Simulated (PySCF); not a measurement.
First SCF of a structure search on singlet [CH3]-, at a hand-made trigonal pyramidal geometry. PySCF input:

```python
from pyscf import gto, scf, dft
mol = gto.M(atom='''
C      0.000000     0.000000     0.000000
H      0.944800     0.000000     0.502300
H     -0.472400     0.818200     0.502300
H     -0.472400    -0.818200     0.502300''',
    basis={'C': 'def2-TZVPD', 'H': 'def2-TZVPD'},
    charge=-1, spin=0)
mf = dft.RKS(mol, xc='PBE0')
mf.grids.atom_grid = (50, 194)
aux = {'C': 'def2-universal-JKFIT', 'H': 'def2-universal-JKFIT'}
mf = mf.density_fit(auxbasis=aux)
mf.conv_tol = 1e-08
mf.diis_space = 10
mf.max_cycle = 60
mf.init_guess = 'minao'
mf.verbose = 4
mf.kernel()
```

Excerpt of the output (cycles and frontier levels):

```
init E= -39.6388171019071
  HOMO = -0.254720148927881  LUMO = 0.00705097460881277  gap/eV = 7.12316
cycle= 1 E= -39.6615199775742  delta_E= -0.0227  |g|= 0.602  |ddm|= 1.88
  HOMO = 0.205999238636838  LUMO = 0.221095561574223  gap/eV = 0.41079
cycle= 2 E= -39.4526467147287  delta_E= 0.209  |g|= 0.98  |ddm|= 68.1
  HOMO = 0.0572212214178904  LUMO = 0.193288349714066  gap/eV = 3.70258
cycle= 3 E= -39.7838004820995  delta_E= -0.331  |g|= 0.0272  |ddm|= 56.5
  HOMO = 0.062100398314648  LUMO = 0.194627879505504  gap/eV = 3.60626
cycle= 4 E= -39.7841237630093  delta_E= -0.000323  |g|= 0.00376  |ddm|=  1.8
  HOMO = 0.060784593869581  LUMO = 0.194429812778438  gap/eV = 3.63667
cycle= 5 E= -39.7841281644856  delta_E= -4.4e-06  |g|= 0.000707  |ddm|= 0.0978
  HOMO = 0.0607285369187522  LUMO = 0.194384225384216  gap/eV = 3.63696
cycle= 6 E= -39.7841283439447  delta_E= -1.79e-07  |g|= 0.000183  |ddm|= 0.0562
  HOMO = 0.0607131091883915  LUMO = 0.194385416523399  gap/eV = 3.63741
cycle= 7 E= -39.7841283620883  delta_E= -1.81e-08  |g|= 3.45e-05  |ddm|= 0.0231
  HOMO = 0.0607089366732296  LUMO = 0.194383317023359  gap/eV = 3.63747
cycle= 8 E= -39.7841283635352  delta_E= -1.45e-09  |g|= 3.63e-06  |ddm|= 0.0112
  HOMO = 0.0607101470845883  LUMO = 0.194383574557097  gap/eV = 3.63744
Extra cycle  E= -39.7841283635433  delta_E= -8.14e-12  |g|= 4.53e-06  |ddm|= 0.001
converged SCF energy = -39.7841283635433
```

No lower solution of this spin was found from smeared starts or by a stability analysis within the restricted form, which does not test spin polarisation.

The search for the lowest solution, 3 starts and the stability check together, took 3 s on 2 threads of a shared Arm Neoverse V2 host, with 64 basis functions; the process peaked at 0.35 GiB.
